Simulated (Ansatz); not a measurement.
**Borazine (B₃N₃H₆): taking an electron away**

How much energy removes an electron from borazine (B₃N₃H₆) at fixed geometry? The cation is run at each level and the neutral's energy taken from earlier runs.

The runs use Ansatz 0.2.0, Gaussian basis; unrestricted cation, the program's frozen cores in correlated methods.

Plan: UKS PBE-D4/def2-TZVPP; UKS r2SCAN-D4/def2-TZVPP; UKS PBE0-D4/def2-TZVPP; UKS B3LYP-D4/def2-TZVPP; UKS wB97X-V/def2-TZVPP; UKS wB97M-V/def2-TZVPP; UKS B2PLYP/def2-TZVPP; UHF-CCSD(T)/def2-TZVPP; UHF-MP2/def2-QZVPP; extrapolation to the limit; then −ε(HOMO) from the neutral's earlier runs with LDA (SPW92), PBE-D4, revPBE-D4, BLYP-D4, r2SCAN-D4, B97M-V, PBE0-D4, B3LYP-D4, r2SCANh-D4, r2SCAN0-D4, HSE06-D4, BHLYP-D4, CAM-B3LYP-D4, LC-ωPBE, ωB97X-V, ωB97M-V.

**1. The geometry**

An earlier PBE0-D4 in a triple-zeta def2 set relaxation fixed the geometry.

12 atoms, charge 0, spin multiplicity 1.

Atoms are counted from 1 here; the program's logs count them from 0.

Bond lengths: B1–N2 1.425 Å, B1–N6 1.425 Å, B1–H7 1.197 Å, N2–B3 1.425 Å, N2–H8 1.006 Å, B3–N4 1.425 Å, B3–H9 1.197 Å, N4–B5 1.425 Å, N4–H10 1.006 Å, B5–N6 1.425 Å, B5–H11 1.197 Å, N6–H12 1.006 Å. Angles: N2–B1–N6 117.1°, N2–B1–H7 121.4°, N6–B1–H7 121.4°, B1–N2–B3 122.9°, B1–N2–H8 118.6°, B3–N2–H8 118.6°, N2–B3–N4 117.1°, N2–B3–H9 121.4°, N4–B3–H9 121.4°, B3–N4–B5 122.9°, B3–N4–H10 118.6°, B5–N4–H10 118.6°, N4–B5–N6 117.1°, N4–B5–H11 121.4°, N6–B5–H11 121.4°, B1–N6–B5 122.9°, B1–N6–H12 118.6°, B5–N6–H12 118.6°.

**2. Cation, UKS PBE-D4/def2-TZVPP**

The input, in.yaml:

```yaml
crystal:
  periodic: [false, false, false]
  atoms:
    - {symbol: B, position_ang: [-0.725589, -1.223232, 0.253643]}
    - {symbol: N, position_ang: [0.524172, -0.956613, 0.883313]}
    - {symbol: B, position_ang: [1.265111, 0.238618, 0.655503]}
    - {symbol: N, position_ang: [0.704958, 1.188451, -0.246434]}
    - {symbol: B, position_ang: [-0.539519, 0.984618, -0.909151]}
    - {symbol: N, position_ang: [-1.229157, -0.231814, -0.636832]}
    - {symbol: H, position_ang: [-1.326893, -2.236959, 0.463839]}
    - {symbol: H, position_ang: [0.899845, -1.642237, 1.516363]}
    - {symbol: H, position_ang: [2.313564, 0.436334, 1.198685]}
    - {symbol: H, position_ang: [1.210211, 2.040203, -0.423075]}
    - {symbol: H, position_ang: [-0.986623, 1.800589, -1.662597]}
    - {symbol: H, position_ang: [-2.110080, -0.397958, -1.093267]}
basis:
  gaussian: {orbitals: def2-TZVPP}
total_charge: 1
magnetization: {spin_polarized: true, initial_magnetization: 1}
hamiltonian: {xc: pbe, dispersion: d4}
```

Launch:

```console
> ansatz run in.yaml --threads 2 --pin off --events-out ev --progress --plain --max-ram 32768MiB --backend cpu
```

After this run come: Cation, UKS r2SCAN-D4/def2-TZVPP; Cation, UKS PBE0-D4/def2-TZVPP; Cation, UKS B3LYP-D4/def2-TZVPP; Cation, UKS wB97X-V/def2-TZVPP; Cation, UKS wB97M-V/def2-TZVPP; Cation, UKS B2PLYP (frozen core)/def2-TZVPP; Cation, UHF-CCSD(T)/def2-TZVPP; Cation, UHF-MP2/def2-QZVPP.

Q: Predict the results of all the runs planned. Wanted: ionisation energy, CCSD(T)/CBS; nearest functional by difference; nearest −ε(HOMO); −ε(HOMO) of PBE; T1 of the cation.

The runs gave:

```
                        quantity               value
  ionisation energy, CCSD(T)/CBS            10.47 eV
nearest functional by difference  ωB97M-V (-0.12 eV)
                nearest −ε(HOMO)  ωB97M-V (-0.01 eV)
                 −ε(HOMO) of PBE             6.91 eV
                T1 of the cation               0.033
```

What this shows: By cation minus neutral, the functionals miss by 0.44 eV at most. The PBE orbital energy is 3.6 eV too small: a semilocal HOMO is no ionisation energy. Among orbital estimates ωB97M-V comes nearest. Hartree-Fock falls 1.38 eV short, as the neutral has more correlation energy than the cation. The cation's T1 (from the report) is 0.033, near the customary mark of 0.045 for open shells, so the coupled-cluster value is less safe.
